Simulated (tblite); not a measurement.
Compound: C3H5OS (doublet state).
SMILES with atom numbers: `[CH3:1][C:2](=[S:3])[CH2:4][O:5]` (hydrogens: H6, H7, H8 on C1; H9, H10 on C4)

Geometry (GFN2-xTB, Å), atoms numbered from 1 in this order:
```xyz
10
C3H5OS angstrom
C     -1.2294    0.0488   -0.3480
C      0.0537    0.6178    0.0930
S      0.3273    2.1723    0.4220
C      1.1777   -0.4407    0.2871
O      0.7422   -1.6598    0.3189
H     -1.0555   -0.6438   -1.1726
H     -1.6217   -0.5647    0.4675
H     -1.9466    0.8185   -0.6185
H      1.7761   -0.2201   -0.6324
H      1.7849   -0.1237    1.1605
```

Computed with GFN2-xTB (tblite): harmonic, unscaled wavenumbers at the GFN2-xTB geometry, gas phase. This tight-binding method is rough: wavenumbers can miss measured ones by several per cent, in bad cases by 10 to 20. One conformer, not necessarily the lowest. Open shells enter through the occupations alone, without spin polarisation, and single modes of such species can be off by tens of per cent.

Harmonic wavenumbers (cm⁻¹): 71.3, 100.2, 249.3, 323.2, 358.9, 449.2, 692.3, 770.4, 874.9, 963.4, 1048.4, 1139.3, 1220.8, 1247.8, 1307.6, 1361.4, 1384.7, 1400.1, 1431.9, 2596.3, 2738.9, 2967.3, 3007.1, 3053.4.

A = 7939, B = 2706, C = 2082 MHz; mass 89.006 u (most abundant isotopes); point group C1, symmetry number 1; spin multiplicity 2.

**Question.** What is the zero-point energy?

**Answer.** Half the sum of the wavenumbers: 15379 cm⁻¹ = 43.97 kcal/mol.

**Question.** What is S at 500 K and 1 bar for an ideal gas of classical rigid rotors and harmonic oscillators?

**Answer.** Translation 41.97, rotation 27.92, vibration 23.16, spin (R ln 2) 1.38: S = 94.4 cal/(mol K).

**Question.** And Cp and H(500 K) − H(0)?

**Answer.** Cp = 30.93 cal/(mol K), of which vibrations give 22.98 (their classical limit is 24 R = 47.7); H(500 K) − H(0) = 9.93 kcal/mol without the zero-point energy, 5.96 from vibrations.

**Question.** Which modes carry the vibrational entropy at 500 K?

**Answer.** 71.3 cm⁻¹: 5.14; 100.2 cm⁻¹: 4.47; 249.3 cm⁻¹: 2.69; 323.2 cm⁻¹: 2.20; 358.9 cm⁻¹: 2.01; 449.2 cm⁻¹: 1.61 cal/(mol K); the other 18 give 5.04 together.

**Question.** How do the functions run with temperature in this model?

**Answer.** 
| T (K) | S (cal/(mol K)) | Cp (cal/(mol K)) | H − H(0) (kcal/mol) | G − H(0) (kcal/mol) | ln q(vib) |
| --- | --- | --- | --- | --- | --- |
| 50 | 54.3 | 10.5 | 0.45 | -2.27 | 0.20 |
| 100 | 62.4 | 13.1 | 1.03 | -5.20 | 0.76 |
| 298.15 | 80.8 | 22.2 | 4.53 | -19.55 | 3.21 |
| 373.15 | 86.1 | 25.7 | 6.33 | -25.82 | 4.12 |
| 750 | 108.5 | 38.3 | 18.66 | -62.69 | 8.58 |
| 1000 | 120.2 | 43.2 | 28.89 | -91.32 | 11.32 |

q(vib) and H(0) count from the zero-point level.

**Question.** Blend soft modes into free rotors: weight 1/[1 + (100 cm⁻¹/ν̃)⁴] for the oscillator and the rest for a rotor with moment μB/(μ + B), μ = h/(8π²ν), B = 10⁻⁴⁴ kg m². What vibrational entropy results?

**Answer.** 21.47 cal/(mol K) in place of 23.16, which changes −T·S at 500 K by +0.85 kcal/mol.

Hindered rotation and anharmonicity are outside this model. Other conformers, if any are populated, would add a mixing term that is left out. The structure is chiral; the term R ln 2 for an equal mix with its mirror image is left out.

On one thread of an Arm Neoverse V2, no GPU, shared host, this took 0.15 s wall. This covers the Hessian and the dipole derivatives.
